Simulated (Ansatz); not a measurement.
# NH₂O (doublet): wave-function methods side by side at distance N1–O2 = 1.670 Å, cc-pVDZ

Aim: climb from Hartree-Fock through coupled cluster and multireference methods for NH₂O (doublet) at one geometry and basis, and see what each rung misses.

The runs use Ansatz 0.2.0, Gaussian basis; cc-pVDZ, core rule «outside noble gas», up to 2 orbitals frozen.

The runs, in order: UHF; CCSD(T) on ROHF; CCSD(T) on UHF; BCCD(T) on ROHF; CISD; CCSDT(Q) on ROHF; CCSDT(Q) on UHF; CASSCF and MRCISD+Q, 3 electrons in 3 orbitals; CASSCF and NEVPT2, 3 electrons in 3 orbitals; CASSCF and MRCISD+Q, 13 electrons in 10 orbitals; CASSCF and NEVPT2, 13 electrons in 10 orbitals.

32 further runs of the same task are left out: 3 for a known fault of the program, 1 for a mislabelled method, 22 that didn't finish, 6 set aside as unsound or not needed.

### Step 1. What is computed

The geometry derives from a PBE0/def2-TZVP stationary point (not a proven minimum). One bond is set to the value named and the two fragments are kept rigid.

4 atoms, charge 0, spin multiplicity 2.

Atoms are counted from 1 here; the program's logs count them from 0.

Bond lengths: N1–H3 1.026 Å, O2–H4 0.964 Å.

### Step 2. UHF

Contents of in.yaml:

```yaml
crystal:
  periodic: [false, false, false]
  atoms:
    - {symbol: N, position_ang: [0.000000, -0.216703, 0.861363]}
    - {symbol: O, position_ang: [0.000000, 0.186611, -0.759204]}
    - {symbol: H, position_ang: [0.000000, 0.711532, 1.298351]}
    - {symbol: H, position_ang: [0.000000, -0.662287, -1.217039]}
basis:
  gaussian: {orbitals: cc-pVDZ}
magnetization: {spin_polarized: true, initial_magnetization: 1}
hamiltonian: {xc: hf}
output: {orbitals: {seedname: orbitals}}
```

On the command line:

```console
$ ansatz run in.yaml --threads 1 --pin off --events-out ev --progress --plain --max-ram 2393MiB
```

Further steps of the session: CCSD(T) on ROHF; CCSD(T) on UHF; BCCD(T) on ROHF; CISD; CCSDT(Q) on ROHF; CCSDT(Q) on UHF; CASSCF and MRCISD+Q, 3 electrons in 3 orbitals; CASSCF and NEVPT2, 3 electrons in 3 orbitals; CASSCF and MRCISD+Q, 13 electrons in 10 orbitals; CASSCF and NEVPT2, 13 electrons in 10 orbitals.

Before running them: what should the planned runs give, taken together? Wanted: RCCSDT(Q) below the RHF energy; RMP2 from RCCSDT(Q); UMP2 from RCCSDT(Q); RCCSD from RCCSDT(Q); RCCSD(T) from RCCSDT(Q); UCCSD(T) from RCCSDT(Q); UCCSDT(Q) from RCCSDT(Q); NEVPT2 pair from RCCSDT(Q); MRCISD+Q pair from RCCSDT(Q).

**Answer**, as computed:

```
                         quantity                      value
   RCCSDT(Q) below the RHF energy                -10.4444 eV
              RMP2 from RCCSDT(Q)                +1060.1 meV
              UMP2 from RCCSDT(Q)                +1692.2 meV
             RCCSD from RCCSDT(Q)                 +392.9 meV
          RCCSD(T) from RCCSDT(Q)                  +77.9 meV
          UCCSD(T) from RCCSDT(Q)                  +99.2 meV
         UCCSDT(Q) from RCCSDT(Q)                  -10.1 meV
       NEVPT2 pair from RCCSDT(Q)                +1012.4 meV
     MRCISD+Q pair from RCCSDT(Q)                 +170.4 meV
    NEVPT2 valence from RCCSDT(Q)                +1107.2 meV
levels within 1 kcal/mol (43 meV)  RCCSDT, UCCSDT, UCCSDT(Q)
                    T1 diagnostic                      0.033
   effectively unpaired electrons                       1.10
```

In words: RCCSD(T) misses by +77.9 meV, 0.7 % of the correlation energy. CCSD(T) misses by +77.9 meV on the restricted determinant and by +99.2 meV on the unrestricted one; the two need not hold the same state or core. One determinant dominates. Of the multireference levels listed MRCISD+Q valence comes nearest in total energy (+43.6 meV), which doesn't show that its space is the better one. These misses are within one basis, not against nature; the frozen cores of restricted and unrestricted runs differ, which can shift their rows.
